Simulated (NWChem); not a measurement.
# Lowest excitation of water (H$_{2}$O)

SMILES: O
```xyz
3

O      0.0000     0.0000     0.1226
H      0.7577     0.0000    -0.4905
H     -0.7577     0.0000    -0.4905
```
Charge 0, spin multiplicity 1.

Everything below was run with NWChem. Structure: optimised with PBE/def2-SVP, a minimum by its harmonic frequencies.

Basis set: def2-SVPD.

The correlated methods keep 1 core orbital frozen. B3LYP has NWChem's definition, with VWN1-RPA local correlation. Coupled-cluster values serve here as a point of comparison, not as the truth.

Question: One of these methods gave a lowest vertical singlet excitation energy of 6.90 eV. Which?
A. TD-PBE
B. CIS
C. EOM-CCSD
D. TD-B3LYP

Answer: A, TD-PBE. The others give 7.29 (TD-B3LYP), 8.92 (CIS), 7.71 (EOM-CCSD).
